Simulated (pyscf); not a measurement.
H₃Si–Ga=AsH (SMILES [SiH3][Ga]=[AsH]) → H₃Si–AsH–Ga (SMILES [SiH3][AsH][Ga]) [singlet] (group migration; singlet surface; Ga–Si broken, As–Si formed). Single points on ωB97X-D3(BJ)/def2-SVP structures (PySCF, gas phase). MP2 and CC: frozen core, UHF for open shells. ΔMP2 is the change of the MP2 total energy from the triple- to the quadruple-zeta basis. Energies in kcal/mol from the reactant's lowest minimum found.

```tsv
level	barrier	reaction energy
ωB97X-D3(BJ)/def2-TZVP	67.5	-17.8
r²SCAN/def2-TZVP	___	-11.1
B3LYP-D3(BJ)/def2-TZVP	56.5	-16.0
M06-2X/def2-TZVP	59.9	-15.4
HF/def2-TZVP	75.4	-15.4
MP2/def2-QZVPP	63.2	-12.5
CCSD(T)/def2-TZVPP + ΔMP2(QZVPP)	___	___
```

### Question
Fill in the missing entries.

### Answer

- r²SCAN/def2-TZVP, barrier: 58.1
- CCSD(T)/def2-TZVPP + ΔMP2(QZVPP), barrier: 58.9
- CCSD(T)/def2-TZVPP + ΔMP2(QZVPP), reaction energy: -13.1

From the product side, SiH₃• + [Ga=AsH]• lies, by one bond made or cut, 7.0 kcal/mol under this saddle at ωB97M-D3(BJ). The same reactants have a lower exit, to SiH₃• + [Ga=AsH]• (no saddle counted: cutting one bond costs +53.9 kcal/mol at ωB97M-D3(BJ), against +60.9 kcal/mol here). One saddle was located; it need not be the lowest between these sides. One closed-shell reference is unstable to symmetry breaking; treat the single-reference values with care. The CCSD(T) − MP2 part came from Ansatz, without density fitting, on the same reference. The frozen core leaves the outer d or s,p core shells of the metals and heavy elements correlated in the MP2 and CC values, and def2-TZVPP describes them poorly, which can shift differences by a few kcal/mol. Elements up to Kr have no core potential and no relativistic terms here.
